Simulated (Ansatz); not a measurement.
The first iterations of a band of CH₂NS₂ (6 atoms, charge -1, multiplicity 1).

Level of theory: Ansatz 0.2.0, RKS revPBE/def2-SVP.

| Quantity | Value |
| --- | --- |
| movable images | 7 |
| climbing image | yes |
| spring | 5.0 eV/Å² |
| optimiser | quadratic models (default) |
| start path | through a guess of the saddle point |
| force threshold | 0.05 eV/Å |
| iteration limit | 60 |
| end points | relaxed |

Image 0:

```xyz
6
Properties=species:S:1:pos:R:3
N -0.622 0.492 0.200
C 0.552 -0.203 -0.138
S 1.465 -0.805 1.189
S 0.894 -0.305 -1.820
H -0.984 0.269 1.133
H -1.305 0.551 -0.563
```

Image 8:

```xyz
6
Properties=species:S:1:pos:R:3
N -1.082 0.616 0.772
C -0.064 0.029 0.199
S 1.303 -0.823 0.827
S -0.188 0.191 -1.672
H -0.932 0.478 1.789
H 0.964 -0.491 -1.915
```

| iteration | highest image above the first end (eV) | largest band force component (eV/Å) |
| --- | --- | --- |
| 1 | 105.099 | 409.435 |
| 2 | 42.542 | 159.212 |
| 3 | 23.506 | 88.389 |
| 4 | 10.828 | 45.958 |
| 5 | 5.210 | 25.174 |
| 6 | 2.636 | 13.334 |
| 7 | 1.790 | 6.755 |

**Question.** Does the band converge within its limit, and where does its top end?

**Answer.** The run converged. It ended after 21 iterations with the highest image 1.149 eV above the first end. The profile has 2 maxima (images 2, 6) with wells between them (image 4): this band takes more than one step, which may be the mechanism or a detour left from its start path. A vibrational analysis at the climbing image gives one clearly imaginary mode, 1290i cm⁻¹: a first-order saddle point. The orbitals stay closed-shell, which can raise the energy where a bond breaks towards radicals; this wasn't checked here. Limits of this set-up: an anion without diffuse functions, the dipole of an ion depends on the origin.

The run took 4 min on 1 thread of Arm Neoverse V2, on a shared host, peak memory 0.13 GiB.
